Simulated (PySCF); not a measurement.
Acetyl fluoride, C₂H₃FO.
Atom-mapped SMILES: `[CH3:1][C:2](=[O:3])[F:4]` (hydrogens: H5, H6, H7 on C1)

Geometry (GFN2-xTB, Å), atoms numbered from 1 in this order:
```
atom  x, y, z in Å
C1    -0.6541   -0.0909   -0.0149
C2     0.8291   -0.0248   -0.0112
O3     1.6374   -0.8718   -0.1393
F4     1.2432    1.2657    0.1789
H5    -1.0301    0.2944    0.9316
H6    -0.9828   -1.1146   -0.1634
H7    -1.0394    0.5470   -0.8088
```

Computed, not measured: TDDFT B3LYP/def2-SVPD, vertical, gas phase, core orbitals frozen in the response (PySCF 2.14.0, density-fitted response routines).

Kohn–Sham orbitals with the atoms that hold most of them (Löwdin shares over 4%, at most four atoms; ? is withheld):

| orbital | ε (eV) | atoms |
| --- | --- | --- |
| LUMO+2 | 1.50 | C2 22%, F4 17%, O3 16%, H6 12% |
| LUMO+1 | 0.15 | C1 32%, C2 23%, H7 11%, H5 11% |
| LUMO | -0.93 | C2 40%, O3 33%, F4 9%, C1 9% |
| HOMO | ? | ? |
| HOMO-1 | -10.65 | ? |
| HOMO-2 | -11.21 | F4 59%, C1 18%, H6 8%, C2 7% |
| HOMO-3 | -12.00 | C1 34%, F4 31%, H7 14%, H5 13% |

Question: Which atoms hold the HOMO-1, and with what shares?

Answer: O3 (bonded to C) 51%; F4 (bonded to C) 22%; C2 (bonded to C, F and O) 17%; C1 (bonded to C and 3 H) 6%. By element: oxygen 51%, carbon 23%, fluorine 22%.

Question: Which atoms hold the HOMO, and with what shares?

Answer: O3 (bonded to C) 69%; F4 (bonded to C) 11%; C2 (bonded to C, F and O) 9%; C1 (bonded to C and 3 H) 8%. By element: oxygen 69%, carbon 17%, fluorine 11%.

Question: What is the HOMO energy, and the HOMO–LUMO gap?

Answer: ε(HOMO) = -8.94 eV; the gap is 8.01 eV (0.2944 hartree).

Question: How does S1 compare with the orbital gap of 8.01 eV?

Answer: S1 is at 6.05 eV (f = 0.0011), 1.96 eV below the gap, made of HOMO→LUMO (99%). 

Question: Give energy, strength and leading configuration of S1, S2 and S3, and follow the Löwdin shares of the leading atoms from the occupied to the empty orbital.

Answer: 
- S1 (6.05 eV, f 0.0011), HOMO→LUMO (99%): O3 69% → 33%, F4 11% → 9%, C2 9% → 40%
- S2 (8.12 eV, f 0.031), HOMO→LUMO+1 (98%): O3 69% → at most 12%, F4 11% → at most 12%, C1 8% → 32%, C2 9% → 23%
- S3 (8.62 eV, f 0.0000), HOMO-2→LUMO (98%): F4 59% → 9%, C1 18% → 9%, C2 7% → 40%, O3 at most 8% → 33%

On one thread of an Arm Neoverse V1, no GPU, shared host, this took 7.2 s (with the writing of density and orbital grids) and 0.43 GiB of memory at its peak.
